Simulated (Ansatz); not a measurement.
# SiNH₂ (quartet): from a generated start to a stationary point

Aim: relax a generated start of SiNH₂ (quartet) and see which bonds hold.

The runs use Ansatz 0.2.0, Gaussian basis; UKS PBE0/def2-TZVP.

## 1. Where the work starts

4 atoms, charge 0, spin multiplicity 4.

Atoms are counted from 1 here; the program's logs count them from 0.

Bond lengths: Si1–N2 1.708 Å, Si1–H3 1.440 Å, Si1–H4 1.440 Å. Angles: N2–Si1–H3 118.2°, N2–Si1–H4 118.2°, H3–Si1–H4 123.6°.

Geometry (Å):

```csv
atom,x (Å),y (Å),z (Å)
Si1,-0.5112,-0.0014,0.0014
N2,1.1965,0.0032,-0.0034
H3,-1.1954,1.2659,0.0005
H4,-1.1885,-1.2723,0.0063
```

The start was built by rule and, where that kept it together, relaxed with GFN2-xTB. Sticks and bond lists go by distance. 

## 2. Relaxation

The input, in.yaml:

```yaml
crystal:
  periodic: [false, false, false]
  atoms:
    - {symbol: Si, position_ang: [-0.511178, -0.001384, 0.001447]}
    - {symbol: N, position_ang: [1.196533, 0.003240, -0.003387]}
    - {symbol: H, position_ang: [-1.195373, 1.265882, 0.000468]}
    - {symbol: H, position_ang: [-1.188483, -1.272337, 0.006280]}
basis:
  gaussian: {orbitals: def2-TZVP}
magnetization: {spin_polarized: true, initial_magnetization: 3}
hamiltonian: {xc: pbe0}
relax: {f_tol: 0.004, max_steps: 80}
```

Launch:

```sh
> ansatz run in.yaml --threads 1 --pin off --events-out ev --progress --plain --max-ram 2176MiB
```

Before running it: what results should come out? Wanted: energy gained; shift from the start; total energy; dipole moment; ⟨S²⟩.

The runs gave:

| quantity | value |
| --- | --- |
| steps | 5 |
| energy gained | 0.233 eV |
| shift from the start (rms) | 0.066 Å |
| total energy | -9390.3627 eV |
| dipole moment | 1.26 D |
| ⟨S²⟩ | 3.762 |

In words: The bonds of the start are those of the end. Si1–N2 went from 1.708 to 1.848 Å. No vibrations were run, so this is a stationary point, not a proven minimum, and this spin need not be the ground state's.
